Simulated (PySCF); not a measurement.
# B2PLYP/STO-6G run of PH3S (SMILES [PH3]=S)

Aim: the vertical singlet–triplet gap of PH3S at B2PLYP/STO-6G, from 2 runs. The job is set up through a Python script.

The results are computed with PySCF 2.14.0.

11 further runs of the same task are left out: 1 that didn't finish, 10 set aside as unsound or not needed.

**1. Starting point**

PH3S has 5 atoms, charge 0, and is taken as a singlet. SMILES: `[PH3]=S`. The shape is that of a GFN2-xTB optimisation.

Bond lengths: P1–S2 1.914 Å, P1–H3 1.394 Å, P1–H4 1.394 Å, P1–H5 1.394 Å. Angles: S2–P1–H3 118.2°, S2–P1–H4 118.2°, S2–P1–H5 118.2°, H3–P1–H4 99.6°, H3–P1–H5 99.4°, H4–P1–H5 99.4°.

**2. A single-point energy at B2PLYP/STO-6G**

calc.py

```python
# [PH3]=S
from pyscf import gto, dft, mp

mol = gto.Mole()
mol.atom = '''
P      0.014967    -0.012472     0.014475
S      2.384249    -1.778497     2.099977
H     -2.205008     0.872921     1.123518
H     -1.006222    -1.278551    -2.058271
H      0.812034     2.196580    -1.179699
'''
mol.basis = 'sto-6g'
mol.spin = 0
mol.verbose = 4
mol.max_memory = 1860
mol.unit = 'bohr'
mol.build()

mf = dft.RKS(mol, xc='0.53*HF + 0.47*B88, 0.73*LYP')
mf.conv_tol = 1e-10
mf.grids.level = 5
mf.kernel()
if not mf.converged:
    mf = mf.newton().run(mf.mo_coeff, mf.mo_occ)

pt = mp.MP2(mf, frozen=10).run()
etot = mf.e_tot + 0.27 * pt.e_corr
print('PT2 part  %.8f' % (0.27 * pt.e_corr))
print(f'total energy: {etot:.8f} hartree')
```

Launch:

```console
OMP_NUM_THREADS=1 python calc.py
```

Output:

```text
PySCF version 2.14.0

[INPUT] num. atoms = 5
[INPUT] num. electrons = 34
[INPUT] charge = 0
[INPUT] spin (= nelec alpha-beta = 2S) = 0
[INPUT] symmetry False subgroup None
[INPUT] Mole.unit = bohr
[INPUT] Symbol           X                Y                Z      unit          X                Y                Z       unit  Magmom
[INPUT]  1 P      0.007920195316  -0.006599898175   0.007659840128 AA    0.014967000000  -0.012472000000   0.014475000000 Bohr   0.0
[INPUT]  2 S      1.261690235959  -0.941140082090   1.111259971856 AA    2.384249000000  -1.778497000000   2.099977000000 Bohr   0.0
[INPUT]  3 H     -1.166839983496   0.461929900133   0.594540121658 AA   -2.205008000000   0.872921000000   1.123518000000 Bohr   0.0
[INPUT]  4 H     -0.532469751526  -0.676580052199  -1.089190107098 AA   -1.006222000000  -1.278551000000  -2.058271000000 Bohr   0.0
[INPUT]  5 H      0.429709887292   1.162380077963  -0.624269826545 AA    0.812034000000   2.196580000000  -1.179699000000 Bohr   0.0

nuclear repulsion = 93.0892645552377
number of shells = 13
number of NR pGTOs = 126
number of NR cGTOs = 21
basis = sto-6g
ecp = {}

******** <class 'pyscf.dft.rks.RKS'> ********
method = RKS
initial guess = minao
damping factor = 0
level_shift factor = 0
DIIS = <class 'pyscf.scf.diis.CDIIS'>
diis_start_cycle = 1
diis_space = 8
diis_damp = 0
SCF conv_tol = 1e-10
SCF conv_tol_grad = None
SCF max_cycles = 50
direct_scf = True
direct_scf_tol = 1e-13
XC library pyscf.dft.libxc version 7.0.0
    S. Lehtola, C. Steigemann, M. J.T. Oliveira, and M. A.L. Marques.,  SoftwareX 7, 1–5 (2018)
XC functionals = 0.53*HF + 0.47*B88, 0.73*LYP
    A. D. Becke.,  Phys. Rev. A 38, 3098 (1988)
    C. Lee, W. Yang, and R. G. Parr.,  Phys. Rev. B 37, 785 (1988)
    B. Miehlich, A. Savin, H. Stoll, and H. Preuss.,  Chem. Phys. Lett. 157, 200 (1989)
radial grids:
    Treutler-Ahlrichs [JCP 102, 346 (1995); DOI:10.1063/1.469408] (M4) radial grids

becke partition: Becke, JCP 88, 2547 (1988); DOI:10.1063/1.454033
pruning grids: <function nwchem_prune>
grids dens level: 5
symmetrized grids: False
atomic radii adjust function: <function treutler_atomic_radii_adjust>
small_rho_cutoff = 0
Set gradient conv threshold to 1e-05
Initial guess from minao.
tot grids = 157256
init E= -738.256906325266
  HOMO = -0.256398383641702  LUMO = 0.158203604889541  gap/eV = 11.28189
cycle= 1 E= -738.161122836126  delta_E= 0.0958  |g|= 0.447  |ddm|= 2.62
  HOMO = -0.0106683787157362  LUMO = 0.253146581920446  gap/eV = 7.17877
cycle= 2 E= -738.158157846985  delta_E= 0.00296  |g|= 0.51  |ddm|= 2.32
  HOMO = -0.101326785343962  LUMO = 0.309803896954587  gap/eV = 11.18744
cycle= 3 E= -738.271321181457  delta_E= -0.113  |g|= 0.0254  |ddm|= 1.22
  HOMO = -0.104447733070876  LUMO = 0.316989439455043  gap/eV = 11.46789
cycle= 4 E= -738.271829877733  delta_E= -0.000509  |g|= 0.00672  |ddm|= 0.0884
  HOMO = -0.105758702128473  LUMO = 0.315504236783035  gap/eV = 11.46315
cycle= 5 E= -738.271857394723  delta_E= -2.75e-05  |g|= 0.00163  |ddm|= 0.0208
  HOMO = -0.104815307586428  LUMO = 0.31552779489312  gap/eV = 11.43812
cycle= 6 E= -738.271859445165  delta_E= -2.05e-06  |g|= 8.52e-05  |ddm|= 0.00769
  HOMO = -0.104857692895281  LUMO = 0.315529327467023  gap/eV = 11.43931
cycle= 7 E= -738.271859449358  delta_E= -4.19e-09  |g|= 6.11e-06  |ddm|= 0.000249
  HOMO = -0.104860965661284  LUMO = 0.315528150401467  gap/eV = 11.43937
cycle= 8 E= -738.271859449381  delta_E= -2.3e-11  |g|= 7.92e-07  |ddm|= 2.18e-05
  HOMO = -0.104860432632859  LUMO = 0.315528099770159  gap/eV = 11.43935
Extra cycle  E= -738.271859449382  delta_E= -5.68e-13  |g|= 3.32e-07  |ddm|= 3.25e-06
converged SCF energy = -738.271859449382

******** <class 'pyscf.mp.mp2.RMP2'> ********
nocc = 7, nmo = 11
frozen orbitals 10
E(RMP2) = -738.35811363882  E_corr = -0.0862541894379042
E(SCS-RMP2) = -738.365760531122  E_corr = -0.0939010817404006
E_corr(same-spin) = -0.0110814756750974
E_corr(oppo-spin) = -0.0751727137628068
PT2 part  -0.02328863
total energy: -738.29514808 hartree
```

It took 2.8 s on 1 thread of Arm Neoverse V2, shared host; peak memory 0.2 GiB.

**3. The triplet at the same level**

job.py

```python
from pyscf import gto, dft, mp

mol = gto.M(
    atom=[
    ('P', (0.007920, -0.006600, 0.007660)),
    ('S', (1.261690, -0.941140, 1.111260)),
    ('H', (-1.166840, 0.461930, 0.594540)),
    ('H', (-0.532470, -0.676580, -1.089190)),
    ('H', (0.429710, 1.162380, -0.624270)),
],
    verbose=3,
    spin=2,
    basis='sto-6g',
    charge=0,
    max_memory=1860,
)

myscf = dft.UKS(mol, xc='0.53*HF + 0.47*B88, 0.73*LYP')
myscf.conv_tol = 1e-10
myscf.grids.level = 5
myscf.kernel()
if not myscf.converged:
    myscf = myscf.newton().run(myscf.mo_coeff, myscf.mo_occ)

pt = mp.MP2(myscf, frozen=10).run()
etot = myscf.e_tot + 0.27 * pt.e_corr
print('PT2 part  %.8f' % (0.27 * pt.e_corr))
print('E(%s) = %.9f' % ('B2PLYP', etot))
```

Launch:

```console
OMP_NUM_THREADS=1 python job.py
```

Output:

```text
WARN: HOMO 0.158203679281464 >= LUMO -0.256398382642234

WARN: HOMO 0.116463021575675 >= LUMO 0.103249834696956

WARN: HOMO 0.114964498983938 >= LUMO 0.115588149109881

converged SCF energy = -738.059423279294  <S^2> = 2.0035577  2S+1 = 3.0023709
E(UMP2) = -738.123376549828  E_corr = -0.0639532705338911
E(SCS-UMP2) = -738.132926298289  E_corr = -0.0735030189953732
PT2 part  -0.01726738
E(B2PLYP) = -738.076690662
```

Run time: 12 s. Hardware: 1 thread of Arm Neoverse V2, shared host; peak memory 0.21 GiB.

**4. Results**

Level: B2PLYP/STO-6G, 10 core orbitals frozen.

| quantity | value |
| --- | --- |
| singlet: total energy | -738.29515 Eh |
| singlet: dipole moment (SCF part) | 3.92 D |
| singlet: HOMO energy (SCF part's orbitals) | -2.85 eV |
| singlet: LUMO energy (SCF part's orbitals) | 8.59 eV |
| singlet: HOMO–LUMO gap (SCF part's orbitals) | 11.44 eV |
| triplet: total energy | -738.07669 Eh |
| triplet: dipole moment (SCF part) | 2.21 D |
| triplet: ⟨S²⟩ | 2.004 |
| vertical energy of the triplet above the singlet | 5.945 eV |

What this shows: At this shape the triplet lies 5.94 eV (574 kJ/mol) above the singlet. In a minimal basis such a difference can be off by several eV, whatever the method. Mulliken charges (singlet) run from -0.34 on S2 to +0.53 on P1.
